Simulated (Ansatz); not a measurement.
# AlP+ (quartet): PBE, r2SCAN over a scan of the distance Al1–P2, cc-pVDZ

How well do these functionals follow the top wave-function level for AlP+ (quartet) over a scan of the distance Al1–P2?

Computed with Ansatz 0.2.0, Gaussian basis. Level: cc-pVDZ, all electrons in the functionals.

To be run: PBE, r2SCAN, at 1.958 Å; 2.201 Å; 2.460 Å; 2.756 Å; 3.074 Å; 3.360 Å; 4.025 Å; 4.651 Å; 5.321 Å; 6.557 Å; 8.265 Å.

25 further runs of the same task are left out: 6 for a known fault of the program, 12 that didn't finish, 7 set aside as unsound or not needed. Runs told in other sessions of the task aren't counted.

### Step 1. The geometry

The geometry derives from a PBE0/def2-TZVP stationary point (not a proven minimum). One bond is set to the value named and the two fragments are kept rigid.

2 atoms, charge 1, spin multiplicity 4.

Atoms are counted from 1 here; the program's logs count them from 0.

Bond lengths: Al1–P2 2.460 Å.

No dispersion term is added.

The geometry shown and the zero of energy belong to the point 2.460 Å. The yardstick, FCI, and other wave-function levels (R restricted, U unrestricted, valence and pair active spaces) come from earlier runs.

### Step 2. PBE, 1.958 Å

Contents of in.yaml:

```yaml
crystal:
  periodic: [false, false, false]
  atoms:
    - {symbol: Al, position_ang: [0.000000, 0.000000, 0.000000]}
    - {symbol: P, position_ang: [0.000000, 0.000000, 1.958000]}
basis:
  gaussian: {orbitals: cc-pVDZ}
total_charge: 1
magnetization: {spin_polarized: true, initial_magnetization: 3}
hamiltonian: {xc: {name: PBE}}
output: {orbitals: {seedname: orbitals}}
```

Started as:

```bash
$ ansatz run in.yaml --threads 1 --pin off --events-out ev --progress --plain --max-ram 2393MiB
```

After this run come: PBE, 2.201 Å; PBE, 2.460 Å; PBE, 2.756 Å; PBE, 3.074 Å; PBE, 3.360 Å; PBE, 4.025 Å; PBE, 4.651 Å; PBE, 5.321 Å; PBE, 6.557 Å; PBE, 8.265 Å; r2SCAN, 1.958 Å; r2SCAN, 2.201 Å; r2SCAN, 2.460 Å; r2SCAN, 2.756 Å; r2SCAN, 3.074 Å; r2SCAN, 3.360 Å; r2SCAN, 4.025 Å; r2SCAN, 4.651 Å; r2SCAN, 5.321 Å; r2SCAN, 6.557 Å; r2SCAN, 8.265 Å.

Q: Predict the results of all the runs planned. Wanted: span of the FCI curve; largest miss, PBE; largest miss, r2SCAN; largest miss, RCCSD(T); largest miss, UCCSD(T).

**Answer**, as computed:

| quantity | value |
| --- | --- |
| span of the FCI curve | 1.811 eV |
| largest miss, PBE | +0.560 eV (6.557 Å) |
| largest miss, r2SCAN | +0.541 eV (6.557 Å) |
| largest miss, RCCSD(T) | -0.025 eV (8.265 Å) |
| largest miss, UCCSD(T) | -0.025 eV (8.265 Å) |

**Reading.** Of the functionals, r2SCAN keep the smallest largest miss at the points compared (at most 0.541 eV) and PBE strays most (0.560 eV, at 6.557 Å). Functionals and the yardstick converge differently with the basis, so part of each miss in cc-pVDZ is the basis.
